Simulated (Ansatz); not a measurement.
A made-up structure of B2SiH5, doublet:

```
8
angstrom
B -0.9713 1.0051 -1.4453
B -0.1885 0.2437 -0.3136
Si 0.7649 -0.7564 1.1143
H 1.3176 0.4809 1.5386
H -0.5723 2.0551 -1.8690
H 0.8421 0.0228 2.3787
H 2.1409 -1.1368 0.6976
H -0.0334 -1.9917 1.3496
```

It is relaxed with PBE-D4/def2-SVP and then PBE0-D4/def2-TZVP (Ansatz 0.2.0). Atoms count as bonded within 1.22 times the sum of their covalent radii (H–H: 0.88 Å). The end point is not checked to be a true minimum.

Task: Does its bonding change? (Judge from chemistry; the calculation decides.)

Result: The calculation gives: Yes. Formed: B1–H4, B2–H4; broken: Si3–H4.

Where it ends: The first stage lowers the energy by 5.13 eV in 19 steps. It ends as B₂SiH₅ ([SiH3][B]1[H][BH]1):
B1  (-0.457, 1.242, -0.984)
B2  (0.055, 0.240, -0.002)
Si3  (0.796, -1.029, 1.318)
H4  (0.668, 1.433, -0.168)
H5  (-0.745, 2.121, -1.713)
H6  (0.802, -0.423, 2.678)
H7  (2.197, -1.389, 0.965)
H8  (-0.017, -2.272, 1.357)
(Å)

Labels in which every atom is bracketed show which atoms are joined, not bond orders.

For scale, one of the runs: PBE0-D4/def2-TZVP relaxation, 129 basis functions, launched by `ansatz run in.yaml --threads 2 --pin off --events-out ev --progress --plain --max-ram 4352MiB`. The run took about 30 s on 2 CPU threads of an Arm Neoverse V2 (shared host).
